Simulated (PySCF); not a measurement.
Species: C₆H₈.
Atom-mapped SMILES: `[CH:1]#[C:2][CH2:3]/[CH:4]=[CH:5]\[CH3:6]`

Computed, not measured: PySCF, delta-SCF UKS SCAN, pcX-2 on the ionised atom, pcseg-1 elsewhere, spin-free X2C. Vertical ΔSCF values, vacuum level as zero.

Some binding energies are withheld.

```tsv
atom(s)	bonded to	level	binding energy (eV)
C1	C (triple bond) and H	C 1s	289.89
C2	C (triple bond) and C	C 1s	?
C3	2 C and 2 H	C 1s	291.48
C4	C (double bond), C and H	C 1s	290.19
C5	C (double bond), C and H	C 1s	?
C6	C and 3 H	C 1s	?
```

Task: Fill in C 1s for C6.

Result: 290.75 eV (allylic carbon). The nearest listed C 1s value is that of C4; the shift against it is +0.56 eV.

Task: What is the C 1s binding energy of C5?

Result: 290.25 eV (alkene CH carbon). The nearest listed C 1s value is that of C4; the shift against it is +0.06 eV.

Task: Fill in C 1s for C2.

Result: 290.47 eV (alkyne carbon). The nearest listed C 1s value is that of C4; the shift against it is +0.28 eV.

The listed C 1s values span 1.59 eV, from C1 (bonded to C (triple bond) and H) to C3 (bonded to 2 C and 2 H). The widest gap between neighbouring values is 0.73 eV, between 290.75 and 291.48 eV. Summing the Pauling electronegativity differences to the bonded atoms, each weighted by its formal bond order, gives -0.35 for the lowest site and -0.70 for the highest; the largest sum, 0.00, belongs to C2, 1.01 eV below the top. The smallest sum, -1.05, belongs to C6, 0.86 eV above the lowest.

Task: Which photon energy gives electrons from C 1s of C4 a kinetic energy of 100 eV, and what is their de Broglie wavelength?

Result: hν = 290.19 + 100 = 390.19 eV, recoil neglected; λ = 12.264 Å/√(E/eV) = 1.23 Å.

Spin contamination (⟨S²⟩ against 0.75 for a pure doublet) is marked for C 1s of C2 (0.87), which makes this value less certain. Geometry: GFN2-xTB, one conformer, isolated molecule.

Conformer computed: `[CH:1]#[C:2][CH2:3]/[CH:4]=[CH:5]\[CH3:6]`: C2–C3–C4–C5 -114°.
